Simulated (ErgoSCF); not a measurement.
# [NH2]− (SMILES [NH2-]) at 5 levels

We compute a comparison of 5 runs (HF/3-21G, B3LYP/6-31G*, KT1/DunningTZ, SVWN5/pcseg-1, SVWN5/def2-TZVP) of [NH2]−. 

Program for the calculation: ErgoSCF 3.8.

10 further runs of the same task are left out: 2 that didn't finish, 8 set aside as unsound or not needed.

### Step 1. The molecule

[NH2]− has 3 atoms, charge -1, and is taken as a singlet. As SMILES, `[NH2-]`. Geometry: relaxed at PBE0-D4/def2-TZVPD.

Bond lengths: N1–H2 1.027 Å, N1–H3 1.027 Å. Angles: H2–N1–H3 101.8°.

### Step 2. A single-point energy at HF/3-21G (run 1)

The input, run.inp:

```
set_nthreads("env")
molecule_inline Angstrom
N        0.342200      -0.203000       0.168700
H        0.125500       0.801200       0.156000
H       -0.467700      -0.598200      -0.324700
EOF
charge = -1
spin_polarization = 0
scf.use_diagonalization = 1
scf.output_mulliken_pop = 1
tmpdir = "."
scf.max_number_of_iterations = 120
basis = "3-21G"
run "HF"
```

The basis set 3-21G is read from a file made from the Basis Set Exchange's data (not shown).

The run is started by

```sh
$ ergo run.inp
```

The log of the run:

```text
[...]
INSC SCF_general constructor, number of basis functions: 13
[...]
INSC Energy   1 =        -33.94068181304
[...]
INDE E_LUMO =          0.60221888079
[...]
INSC Energy  11 =        -55.13410426269  ( diff     -0.000000000000234 )
[...]
RESC CONVERGED after  11 iterations.
RESC FINAL ENERGY:        -55.13410426269
[...]
INSC SCF: dipole_moment_x [atomic units] =      -0.96378643
INSC SCF: dipole_moment_y [atomic units] =       0.57176020
INSC SCF: dipole_moment_z [atomic units] =      -0.47513134
[...]
```

Run time: 0.48 s. Hardware: 1 thread of Arm Neoverse V1, shared host; peak memory 0.26 GiB.

### Step 3. The energy at B3LYP/6-31G(d) (spherical functions) (run 2)

The input, job.ego:

```
set_nthreads(1)
charge = -1
scf.output_mulliken_pop = 1
XC.radint = 1e-11
scf.max_number_of_iterations = 120
tmpdir = "."
XC.sparse_mode = 0
scf.use_diagonalization = 1
basis = "6-31G*"
XC.angint = 41
molecule_inline
N  0.64666428 -0.38361440 0.31879680
H  0.23716063 1.51404857 0.29479728
H  -0.88382491 -1.13043417 -0.61359407
EOF
run "B3LYP-G"
```

The basis set 6-31G* is read from a file made from the Basis Set Exchange's data (not shown).

The run is started by

```sh
$ ergo job.ego
```

The log of the run:

```text
[...]
INDF Weighted mixed functional:
[...]
INSC Energy   1 =        -26.51202199375
[...]
INDE E_LUMO =          0.38605617178
[...]
INSC Energy  12 =        -55.83686425971  ( diff     -0.000000000000732 )
[...]
RESC CONVERGED after  12 iterations.
RESC FINAL ENERGY:        -55.83686425971
[...]
INSC SCF: dipole_moment_x [atomic units] =      -0.93380760
INSC SCF: dipole_moment_y [atomic units] =       0.55397072
INSC SCF: dipole_moment_z [atomic units] =      -0.46035275
[...]
```

Wall time 1.2 s (1 thread of Arm Neoverse V1, shared host); peak memory 0.26 GiB.

Runs 3 to 4 aren't shown in full; the table further down has their settings and results.

### Step 4. The energy at SVWN5/def2-TZVP (run 5)

The input, ergo.in:

```
set_nthreads("env")
XC.angint = 41
XC.radint = 1e-11
XC.sparse_mode = 0
scf.output_mulliken_pop = 1
tmpdir = "."
basis = "def2-TZVP"
scf.use_diagonalization = 1
scf.max_number_of_iterations = 120
charge = -1
molecule_inline
N  0.64666428 -0.38361440 0.31879680
H  0.23716063 1.51404857 0.29479728
H  -0.88382491 -1.13043417 -0.61359407
EOF
run "SVWN5"
```

The basis set def2-TZVP is read from a file made from the Basis Set Exchange's data (not shown).

The run is started by

```sh
$ ergo ergo.in
```

The log of the run:

```text
[...]
INSC SCF_general constructor, number of basis functions: 43
[...]
INSC Energy   1 =        -13.12223601371
[...]
INDE E_LUMO =          0.24685551951
[...]
INSC Energy  14 =        -55.43671987717  ( diff     -0.000000000000121 )
[...]
RESC CONVERGED after  14 iterations.
RESC FINAL ENERGY:        -55.43671987717
[...]
INSC SCF: dipole_moment_x [atomic units] =      -0.99095441
INSC SCF: dipole_moment_y [atomic units] =       0.58786888
INSC SCF: dipole_moment_z [atomic units] =      -0.48852565
[...]
```

Wall time 2.4 s (1 thread of Arm Neoverse V1, shared host); peak memory 0.26 GiB.

### Step 5. All runs side by side

| run | level | integration grid | radint | energy (Eh) | wall time |
| --- | --- | --- | --- | --- | --- |
| 1 | HF/3-21G | – | – | -55.134104 | 0.48 s |
| 2 | B3LYP/6-31G* (spherical functions) | Turbo | 1e-11 | -55.836864 | 1.2 s |
| 3 | KT1/DunningTZ | HiCu | – | -56.506878 | 3.3 s |
| 4 | SVWN5/pcseg-1 | Turbo | 1e-11 | -55.372767 | 1.1 s |
| 5 | SVWN5/def2-TZVP | Turbo | 1e-11 | -55.436720 | 2.4 s |

### Step 6. Results

| quantity | value |
| --- | --- |
| run 5: total energy | -55.43672 Eh |

What this shows: Totals of different functionals can't be ranked against each other. All runs together took 8.5 s, the longest 3.3 s.
